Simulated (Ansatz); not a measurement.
**As₂S: from a trial structure to a relaxed crystal**

Computed with Ansatz, DFT r2SCAN, scalar-relativistic, plane waves, PAW. Cutoff 500 eV, Γ-centred k mesh, Gaussian smearing, no spin polarisation in the final step.

As₂S was placed on the Cu2Sb structure type (P4/nmm, No. 129), with S in place of Sb, As in place of Cu, at a guessed volume.

```xyz
6
Lattice="4.2570 0.0000 0.0000 0.0000 4.2570 0.0000 0.0000 0.0000 6.4954" Properties=species:S:1:pos:R:3 pbc="T T T"
As    0.0000    0.0000    0.0000
As    2.1285    2.1285    0.0000
As    0.0000    2.1285    1.7538
As    2.1285    0.0000    4.7416
S     0.0000    2.1285    4.5468
S     2.1285    0.0000    1.9486
```

Cell and atoms relax at zero pressure; the relaxation can't lower the symmetry of the start. After a coarse first stage the cell is made exact in the group found at 0.06 Å.

The zero of energy is the elements' standard structures at the same level; no fitted shifts are applied.

Question: What does it relax into?

Answer: It keeps P4/nmm (No. 129), but not the shape of the type it started on. Conventional cell: a = 4.964 Å, c = 5.131 Å. As on Wyckoff site a (2 atoms of the primitive cell) has 4 As at 2.69 Å; As on Wyckoff site c (2 atoms of the primitive cell) is coordinated by 1 S at 2.16 Å; S has 1 As at 2.16 Å.

Space group P4/nmm:1 (No. 129). a = 4.964 Å, b = 4.964 Å, c = 5.131 Å, α = 90.00°, β = 90.00°, γ = 90.00°
```tsv
atom	site	symmetry	x	y	z
As	2a	-4m2	0.0000	0.0000	0.0000
As	2c	4mm	0.0000	0.5000	0.2016
S	2c	4mm	0.0000	0.5000	0.6229
```

Question: What are its volume, energy, density and gap?

Answer: The volume per atom is 21.07 Å³, the density is 4.78 g/cm³ and the energy over the elements is 0.30 eV/atom. The gap on the 8×8×8 mesh is 0 eV (a metal).

The final run used a 8×8×8 mesh on its 6-atom cell and 0.10 eV smearing. For metals, differences of a few meV/atom aren't resolved. A structure relaxed within its symmetry needn't be a true minimum.

Cost: 3 runs of about 8.2 core-minutes in all, on Arm Neoverse V2 (shared hosts).